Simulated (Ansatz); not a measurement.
**NS (SMILES [N]=S): UB2PLYP/cc-pVTZ**

What is the energy change on altering one bond length of NS at UB2PLYP/cc-pVTZ? 

The results are computed with Ansatz 0.2.0.

34 further runs of the same task are left out: 34 set aside as unsound or not needed.

### 1 Starting point

NS has 2 atoms, charge 0, and is taken as a doublet. SMILES: `[N]=S`. The coordinates come from a PBE0-D4/def2-TZVP relaxation.

Bond lengths: N1–S2 1.486 Å.

### 2 A single-point energy at UB2PLYP/cc-pVTZ

run.yaml

```yaml
crystal:
  periodic: [false, false, false]
  atoms:
    - symbol: N
      position_ang: [-0.000000, -0.000000, -0.011220]
    - symbol: S
      position_ang: [0.000000, 0.000000, 1.474400]
basis:
  gaussian:
    orbitals: cc-pVTZ
magnetization:
  spin_polarized: true
  initial_magnetization: 1
hamiltonian:
  xc: {name: B2PLYP}
correlation:
  frozen_orbitals: {"N": 1, S: 5}
accuracy: high
output:
  orbitals: {seedname: orbitals}
```

Launch:

```console
ansatz run run.yaml --threads 1 --pin off --max-ram 3480MiB --events-out events.jsonl --progress --plain --runs-dir runs
```

The program printed:

```text
Warning: RAYON_NUM_THREADS=1 ignored (pool sized by the plan → 1); use --threads N
Functional definition: B2PLYP
  name "B2PLYP"
  parameter a = 0.53
  parameter c = 0.27
  exchange = (1 - a)*b88_x + a*exact_x
  correlation = (1 - c)*lyp_c + c*(mp2_os + mp2_ss)
899 factors; integrals over basis functions are off by at most 3.8e-9 eV
mean field evaluation 1: about -12312.9758 eV, gradient 2.7e1 eV
mean field evaluation 2: about -12313.0799 eV, gradient 2.7e1 eV
mean field evaluation 4: about -12316.3923 eV, gradient 2.0e0 eV
mean field evaluation 8: about -12316.4399 eV, gradient 1.6e-1 eV
mean field evaluation 16: about -12316.4449 eV, gradient 7.9e-3 eV
mean field evaluation 32: about -12316.1666 eV, gradient 1.8e0 eV
mean field -12316.44493813 eV, -452.6210030902 hartree, gradient 9.0e-8 eV, S^2 0.780148; 2 other end points of the search recorded, 0 dependent functions left out
6 core orbitals not correlated: weight in the atoms' cores, before any rotation towards them, 1.000 or more for the frozen orbitals, at most 0.000 for the correlated occupied ones
reference -12316.44495323 eV, -452.6210036451 hartree; 6, 5 occupied and 52, 53 virtual orbitals, 899 factors
second order -11.98193728 eV of doubles, -0.00000000 eV of singles
Total energy: -12319.68007630 eV, -452.7398922249 hartree
```

Wall time 6.6 s (1 thread of Arm Neoverse V1, shared host); peak memory 0.16 GiB.

### 3 The distorted shape

in.yaml

```yaml
crystal:
  periodic: [false, false, false]
  atoms:
    - {symbol: N, position_ang: [-0.000000, -0.000000, -1.794000]}
    - {symbol: S, position_ang: [0.000000, 0.000000, 1.474400]}
basis:
  gaussian: {orbitals: cc-pVTZ}
accuracy: high
output: {orbitals: {seedname: orbitals}}
correlation: {frozen_orbitals: {"N": 1, S: 5}}
hamiltonian: {xc: {name: B2PLYP}}
magnetization: {spin_polarized: true, initial_magnetization: 1}
```

Launch:

```console
ansatz run in.yaml --threads 1 --pin off --max-ram 3480MiB --events-out events.jsonl --progress --plain --runs-dir runs
```

The program printed, cut to the lines that bear on the results:

```text
Warning: RAYON_NUM_THREADS=1 ignored (pool sized by the plan → 1); use --threads N
[... 2 set-up lines as earlier in the session ...]
[...]
768 factors; integrals over basis functions are off by at most 3.4e-9 eV
[...]
mean field -12313.06429506 eV, -452.4967667486 hartree, gradient 2.5e-8 eV, S^2 2.731809; 5 other end points of the search recorded, 0 dependent functions left out
6 core orbitals not correlated: weight in the atoms' cores, before any rotation towards them, 1.000 or more for the frozen orbitals, at most 0.000 for the correlated occupied ones
reference -12313.06431286 eV, -452.4967674030 hartree; 6, 5 occupied and 52, 53 virtual orbitals, 768 factors
second order -7.05719311 eV of doubles, -0.00000000 eV of singles
Total energy: -12314.96975500 eV, -452.5667911101 hartree
```

Run time: 21 s. Hardware: 1 thread of Arm Neoverse V1, shared host; peak memory 0.17 GiB.

### 4 Summary of results

At UB2PLYP/cc-pVTZ, 6 core orbitals frozen:

| quantity | value |
| --- | --- |
| first shape: total energy | -452.73989 Eh |
| first shape: HOMO energy (SCF part's orbitals) (highest over α and β) | -7.64 eV |
| first shape: LUMO energy (SCF part's orbitals) (lowest over α and β) | -2.04 eV |
| first shape: ⟨S²⟩ | 0.780 |
| distorted shape: total energy | -452.56679 Eh |
| distorted shape: HOMO energy (SCF part's orbitals) (highest over α and β) | -8.44 eV |
| distorted shape: LUMO energy (SCF part's orbitals) (lowest over α and β) | -2.70 eV |
| distorted shape: ⟨S²⟩ | 2.732 |
| energy change with the N1–S2 bond stretched from 1.486 to 3.268 Å | 4.710 eV |

**Reading.** With the N1–S2 bond stretched from 1.486 to 3.268 Å the energy rises by 4.71 eV (109 kcal/mol). The first shape isn't relaxed at this level, so the change isn't measured from a minimum. ⟨S²⟩ (distorted shape) is 2.73 where a pure doublet has 0.75: the reference is spin-contaminated.
